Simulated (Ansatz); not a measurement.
# MgBH (singlet): the correlation ladder at distance B1–H3 = 2.001 Å, cc-pVDZ

How much of the correlation energy of MgBH (singlet) does each wave-function method recover here?

Method: cc-pVDZ, core rule «outside noble gas», up to 6 orbitals frozen; program: Ansatz 0.2.0, Gaussian basis.

Plan: UHF; CCSD(T) on RHF; CCSD(T) on UHF; BCCD(T) on RHF; CISD; CCSDT(Q) on RHF; CCSDT(Q) on UHF; CASSCF and MRCISD+Q, 2 electrons in 2 orbitals; CASSCF and NEVPT2, 2 electrons in 2 orbitals; CASSCF and MRCISD+Q, 6 electrons in 9 orbitals; CASSCF and NEVPT2, 6 electrons in 9 orbitals; Full CI.

22 further runs of the same task are left out: 6 for a known fault of the program, 13 that didn't finish, 3 set aside as unsound or not needed. Runs told in other sessions of the task aren't counted.

### 1 The system

The geometry derives from a PBE0/def2-TZVP stationary point (not a proven minimum). One bond is set to the value named and the two fragments are kept rigid.

3 atoms, charge 0, spin multiplicity 1.

Atoms are counted from 1 here; the program's logs count them from 0.

Bond lengths: B1–Mg2 2.396 Å.

### 2 UHF

in.yaml

```yaml
crystal:
  periodic: [false, false, false]
  atoms:
    - {symbol: B, position_ang: [0.000000, -0.209685, 1.582600]}
    - {symbol: Mg, position_ang: [0.000000, 0.025351, -0.801463]}
    - {symbol: H, position_ang: [0.000000, 1.637736, 2.351389]}
basis:
  gaussian: {orbitals: cc-pVDZ}
magnetization: {spin_polarized: true, initial_magnetization: 0}
hamiltonian: {xc: hf}
output: {orbitals: {seedname: orbitals}}
```

Run with:

```sh
$ ansatz run in.yaml --threads 1 --pin off --events-out ev --progress --plain --max-ram 2393MiB
```

After this run come: CCSD(T) on RHF; CCSD(T) on UHF; BCCD(T) on RHF; CISD; CCSDT(Q) on RHF; CCSDT(Q) on UHF; CASSCF and MRCISD+Q, 2 electrons in 2 orbitals; CASSCF and NEVPT2, 2 electrons in 2 orbitals; CASSCF and MRCISD+Q, 6 electrons in 9 orbitals; CASSCF and NEVPT2, 6 electrons in 9 orbitals; Full CI.

Q: Predict the results of all the runs planned. Wanted: FCI from the RHF energy; RMP2 from FCI; UMP2 from FCI; RCCSD from FCI; RCCSD(T) from FCI; UCCSD(T) from FCI; RCCSDT(Q) from FCI; UCCSDT(Q) from FCI; NEVPT2 pair from FCI.

The runs gave:

```
                         quantity                                                                  value
          FCI from the RHF energy                                                             -4.3598 eV
                    RMP2 from FCI                                                          +135.0 kJ/mol
                    UMP2 from FCI                                                          +155.9 kJ/mol
                   RCCSD from FCI                                                           +27.1 kJ/mol
                RCCSD(T) from FCI                                                            +5.3 kJ/mol
                UCCSD(T) from FCI                                                           +18.5 kJ/mol
               RCCSDT(Q) from FCI                                                             0.0 kJ/mol
               UCCSDT(Q) from FCI                                                             0.0 kJ/mol
             NEVPT2 pair from FCI                                                          +107.3 kJ/mol
           MRCISD+Q pair from FCI                                                            +0.4 kJ/mol
          NEVPT2 valence from FCI                                                           +31.6 kJ/mol
levels within 1 kcal/mol (43 meV)  RCCSDT, UCCSDT, RCCSDT(Q), UCCSDT(Q), MRCISD+Q pair, MRCISD+Q valence
                    T1 diagnostic                                                                  0.041
   effectively unpaired electrons                                                                   0.56
```

RCCSD(T) lands +5.3 kJ/mol from the yardstick (1.3 % of the correlation energy). CCSD(T) misses by +5.3 kJ/mol on the restricted determinant and by +18.5 kJ/mol on the unrestricted one; the two need not hold the same state or core. The occupations show static correlation (0.56 effectively unpaired electrons where one determinant has 0). Of the multireference levels listed MRCISD+Q pair comes nearest in total energy (+0.4 kJ/mol), which doesn't show that its space is the better one. These misses are within one basis, not against nature.
